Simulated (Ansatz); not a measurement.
Ideal-gas functions of BClS, SMILES `S=BCl` at 800 K and 1 bar, from an Ansatz frequency run at PBE0-D4/def2-TZVP.

Molar mass 78.33 g/mol, point group C∞v (symmetry number 1), electronic degeneracy 1, moments of inertia 181.619 u Å². Harmonic wavenumbers (cm⁻¹, unscaled): 334, 334, 550, 1456.

Use S(trans) = R[1.5 ln M + 2.5 ln T − 1.1517]; rotational temperatures θ = 24.2544 K / I; S(rot) = R[ln(T/σθ) + 1]; for each mode x = 1.438777 ν̃/T, S = R[x/(eˣ − 1) − ln(1 − e⁻ˣ)] and H = RT x/(eˣ − 1); 1 cm⁻¹ = 0.0119627 kJ/mol; R = 8.31446 J/(mol·K).

By hand: the entropy, in J/(mol·K).

Translation 183.8. Rotation: θ = 0.1335 K, giving 80.6. Vibration, mode by mode: 12.68, 12.68, 8.74, 2.34, in all 36.4. Electronic 0.0. Sum 300.8 J/(mol·K).

By hand: H − E and G − E in kJ/mol, counted from the electronic energy.

Zero-point energy ½ × 2674 × 0.0119627 = 16.0; thermal vibration 15.0; translation, rotation and pV give 3.5 RT = 23.3. H − E = 54.3 kJ/mol, and G − E = 54.3 − 800 × 300.8/1000 = -186.3 kJ/mol.

Vibration gives 12 % of the entropy.
